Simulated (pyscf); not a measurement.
## Four-centre exchange: H₂N–NH₂ + GeH₄ → H₂N–GeH₃ + NH₃

Gas phase, singlet surface, charge 0. Bonds broken: N1–N2, Ge7–H8. Bonds formed: N1–Ge7, N2–H8. Structures and frequencies: ωB97X-D3(BJ)/def2-SVP in PySCF. Correlated levels are frozen-core, on RHF or UHF. ΔMP2 is the change of the MP2 total energy from the triple- to the quadruple-zeta basis.

Transition state (Å):

```xyz
11

N     -0.5060     0.2516    -0.5346
N      1.3004     0.0861     0.4943
H     -0.3315     1.2597    -0.4886
H     -0.8213     0.0632    -1.5069
H      1.2316    -0.8101     0.9926
H      1.5336    -0.2052    -0.4615
Ge    -1.6717    -0.1484     1.0588
H     -0.0796     0.4128     1.4906
H     -2.3712     0.6595     2.1945
H     -1.3972    -1.6116     1.4520
H     -2.8727    -0.2215     0.0418
```

One imaginary mode, 1390i cm⁻¹; descent along it reached the two sides named.

```json
[
 {"bond": "N1–N2", "change": "breaks", "reactant side (Å)": "1.410", "saddle": "2.086", "product side": "3.2"},
 {"bond": "Ge7–H8", "change": "breaks", "reactant side (Å)": "1.531", "saddle": "1.742", "product side": "3.5"},
 {"bond": "N1–Ge7", "change": "forms", "reactant side (Å)": "3.0", "saddle": "2.014", "product side": "1.846"},
 {"bond": "N2–H8", "change": "forms", "reactant side (Å)": "3.4", "saddle": "1.733", "product side": "1.020"}
]
```

Electronic energies relative to the separated reactants (kcal/mol):

| level | barrier | reaction energy | reverse barrier |
|---|---|---|---|
| ωB97X-D3(BJ)/def2-TZVP | 98.0 | -39.9 | 137.9 |
| PBE/def2-TZVP | 75.9 | -37.6 | 113.5 |
| r²SCAN/def2-TZVP | 81.1 | -40.4 | 121.5 |
| B3LYP-D3(BJ)/def2-TZVP | 86.6 | -39.2 | 125.8 |
| PBE0-D3(BJ)/def2-TZVP | 89.4 | -38.7 | 128.1 |
| M06-2X/def2-TZVP | 95.1 | -42.8 | 137.9 |
| ωB97M-D3(BJ)/def2-TZVP | 95.6 | -39.6 | 135.2 |
| HF/def2-TZVP | 132.3 | -40.4 | 172.8 |
| MP2/def2-QZVPP | 92.6 | -45.2 | 137.9 |
| CCSD/def2-TZVPP | 98.0 | -42.1 | 140.1 |
| CCSD(T)/def2-TZVPP | 87.3 | -42.2 | 129.5 |
| CCSD(T)/def2-TZVPP + ΔMP2(QZVPP) | 88.1 | -42.5 | 130.6 |

With CCSD(T)/def2-TZVPP + ΔMP2(QZVPP) energies and thermal terms (ideal gas, 1 atm, RRHO with modes under 100 cm⁻¹ raised to 100, one conformer, R ln 2 for rigid chiral ones), in kcal/mol:

| T (K) | ΔH‡ | ΔG‡ | ΔH | ΔG |
|---|---|---|---|---|
| 298 | 85.3 | 94.8 | -42.2 | -43.2 |
| 600 | 86.3 | 104.1 | -41.5 | -44.5 |
| 900 | 87.4 | 112.8 | -41.3 | -46.1 |
| 1200 | 88.4 | 121.1 | -41.3 | -47.7 |

From the product side, H₂N–GeH₂• + H• + NH₃ lies, by one bond made or cut, 49.8 kcal/mol under this saddle at ωB97M-D3(BJ). The same reactants have a lower exit, to NH₂• + NH₂• + GeH₄ (no saddle counted: cutting one bond costs +74.2 kcal/mol at ωB97M-D3(BJ), against +95.6 kcal/mol here). One saddle was located; it need not be the lowest between these sides. One closed-shell reference is unstable to symmetry breaking; treat the single-reference values with care. The CCSD(T) − MP2 part came from Ansatz, without density fitting, on the same reference. The frozen core leaves the outer d or s,p core shells of the metals and heavy elements correlated in the MP2 and CC values, and def2-TZVPP describes them poorly, which can shift differences by a few kcal/mol. Elements up to Kr have no core potential and no relativistic terms here.
